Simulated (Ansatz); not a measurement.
Relative stability

Two relaxed structures of AlBSiH6, closed shell (PBE0-D4/def2-TZVP; forces vanish, vibrations not checked).

A:

Al1  (-0.049, 0.909, 0.380)
B2  (-1.181, 1.217, -1.372)
Si3  (0.939, -1.293, 0.888)
H4  (-2.366, 1.031, -1.421)
H5  (-0.687, 1.558, -2.412)
H6  (0.205, 2.081, 1.431)
H7  (2.422, -1.191, 1.023)
H8  (0.660, -2.325, -0.151)
H9  (0.417, -1.819, 2.184)
(Å)

B:

```xyz
9
angstrom
Al -1.1969 1.0762 -1.2690
B 0.1277 0.7183 0.3285
Si 0.8956 -1.0787 0.7850
H -2.7654 0.8542 -1.1073
H -0.6305 1.5355 -2.6855
H 0.4348 1.5968 1.0883
H 2.2727 -1.0372 1.3516
H 0.8864 -2.0622 -0.3341
H -0.0244 -1.6029 1.8425
```

Ansatz 0.2.0; basis: def2-TZVPP; cores frozen in the correlated methods. B3LYP uses VWN-RPA correlation.

Which structure is lower at CCSD(T), and by how much? (To be estimated.)

The calculation gives: A, by 3.82 kcal/mol (electronic energy, against the other). By their contacts, A is AlBSiH₆ ([BH2][AlH][SiH3]) and B is AlBSiH₆ ([AlH2][BH][SiH3]).

All methods give the same order:

| method | E(B) − E(A) (kcal/mol) |
| --- | --- |
| PBE-D4 | 4.14 |
| r2SCAN-D4 | 3.59 |
| PBE0-D4 | 4.22 |
| B3LYP-D4 | 3.46 |
| wB97M-V | 2.86 |
| HF | 3.74 |
| MP2 | 3.49 |
| CCSD | 3.84 |
| CCSD(T) | 3.82 |

No T1 diagnostic of these runs exceeds 0.014.

Labels in which every atom is bracketed show which atoms are joined, not bond orders.

For scale, one of the runs: CCSD(T)/def2-TZVPP, 199 basis functions, launched by `ansatz run in.yaml --threads 2 --pin off --events-out ev --progress --plain --max-ram 4352MiB`. The run took 31 s on 2 CPU threads of an Arm Neoverse V1 (shared host), with 2.1 GiB of host memory at its peak.
